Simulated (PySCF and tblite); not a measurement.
The numbers below are computed, except where a source is named.
**Rearrangement: stationary points, barriers and rates**

System: C6H13 (charge +1), numbered as in [CH3:1][C+:2]([CH3:3])[CH:4]([CH3:5])[CH3:6].

Motion: shift of H on C4 from C4 to C2. Level: PBE0/pcSseg-1 + D3(BJ) on PBE0-D3(BJ)/def2-SVP stationary points, with GFN2-xTB thermal terms. Rate constants are transition-state-theory values, counting equivalent paths, without tunnelling. Run with tblite and PySCF.

```tsv
point	symmetry	E(GFN2) kcal/mol	E(DFT) kcal/mol	ZPE change kcal/mol	lowest mode cm⁻¹
start	C1	0.0	0.0	0.00	66
saddle	Cs	9.2	4.8	-2.06	624i
end	C1	0.0	0.0	0.00	66
```

```
Electronic barrier                                      : 4.8 kcal/mol
Barrier with zero-point energy                          : 2.8 kcal/mol
ΔH‡ (298 K)                                             : 2.8 kcal/mol
ΔS‡ (298 K, symmetry apart)                             : 1.1 cal/(mol K)
Paths                                                   : 1 equivalent path
End point                                               : the same structure with atoms interchanged, or its mirror image
Mean lifetime of the start against this motion at 298 K : 10 ps
Cost                                                    : 5.8 min on 1 thread of Arm Neoverse V2, on a host shared with other jobs (rough), peak memory 0.83 GiB, launched as `OMP_NUM_THREADS=1 python ens_run.py task.json out`
```

```json
{"T/K": "200", "ΔG‡ kcal/mol": "2.5", "k s⁻¹": "7.5×10⁹"}
{"T/K": "250", "ΔG‡ kcal/mol": "2.5", "k s⁻¹": "3.6×10¹⁰"}
{"T/K": "298", "ΔG‡ kcal/mol": "2.5", "k s⁻¹": "1×10¹¹"}
{"T/K": "350", "ΔG‡ kcal/mol": "2.4", "k s⁻¹": "2.2×10¹¹"}
{"T/K": "400", "ΔG‡ kcal/mol": "2.4", "k s⁻¹": "3.9×10¹¹"}
{"T/K": "500", "ΔG‡ kcal/mol": "2.5", "k s⁻¹": "8.5×10¹¹"}
```

ΔG and ΔG‡ leave out symmetry numbers and mirror images; rates count paths: 1 out.

The ion is treated without a counter-ion.
